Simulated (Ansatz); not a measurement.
`CNCCN` + H–F → `CNCF` + CH₃NH₂  (substitution at a C–C bond)

Computed with Ansatz on PBE0-D4/def2-TZVP structures; ΔE is electronic, products minus reactants. CCSD(T)/CBS is the MP2 limit (def2-TZVPP, def2-QZVPP) plus CCSD(T) − MP2 in def2-TZVPP, frozen cores. This one scheme is used for every species. DFT in def2-TZVPP. B3LYP here is the variant with VWN-RPA as its local correlation; programs differ in this. HSE06 is defined as in plane-wave codes. One conformer a species, not always the lowest.

```tsv
level	ΔE (kcal/mol)	difference from CCSD(T)/CBS
LDA (SPW92)	4.4	-1.9
PBE-D4	2.9	-3.4
revPBE-D4	4.2	-2.1
BLYP-D4	1.2	-5.1
r2SCAN-D4	2.3	-4.0
B97M-V	2.4	-3.9
PBE0-D4	4.1	-2.2
B3LYP-D4	1.9	-4.4
r2SCANh-D4	2.8	-3.5
r2SCAN0-D4	3.6	-2.7
HSE06-D4	4.1	-2.2
BHLYP-D4	2.3	-4.0
ωB97M-V	3.4	-2.9
B2PLYP	2.2	-4.1
PBE-QIDH	5.3	-1.0
PBE	1.4	-4.9
revPBE	0.2	-6.1
BLYP	-2.0	-8.3
r2SCAN	1.8	-4.5
PBE0	2.8	-3.5
B3LYP	-0.4	-6.7
r2SCANh	2.3	-4.0
r2SCAN0	3.0	-3.3
HSE06	2.8	-3.5
BHLYP	0.6	-5.7
CAM-B3LYP	0.2	-6.1
RPA@PBE/def2-TZVPP	4.4	-1.9
HF/def2-SVP	-2.3	-8.6
MP2/def2-SVP	5.3	-1.0
CCSD(T)/def2-SVP	3.7	-2.6
HF/def2-TZVPP	-0.8	-7.1
MP2/def2-TZVPP	7.5	1.2
CCSD/def2-TZVPP	5.0	-1.3
CCSD(T)/def2-TZVPP	5.6	-0.7
HF/def2-QZVPP	-0.8	-7.1
MP2/def2-QZVPP	7.9	1.6
SCS-MP2/def2-QZVPP	5.8	-0.5
HF/CBS(def2)	-0.8	-7.1
MP2/CBS(def2)	8.2	1.9
CCSD/CBS(def2)	5.7	-0.6
CCSD(T)/CBS	6.3	0
```

Largest T1 diagnostic among the species: 0.011.

From r2SCAN to r2SCAN0 (25 % exact exchange), in def2-TZVPP and without D4, ΔE moves by +1.2 kcal/mol. Leaving LDA and LC-ωPBE aside and taking each functional with its dispersion term where it has one, the values spread over 4.1 kcal/mol, from BLYP-D4 to PBE-QIDH. LDA lies +3.0 kcal/mol from PBE without D4. The D4 term adds +2.4 kcal/mol with B3LYP and +1.4 kcal/mol with PBE0; it sums over pairs of atoms, weighted by their polarisabilities, and B3LYP, whose exchange is more repulsive, gets the larger term.
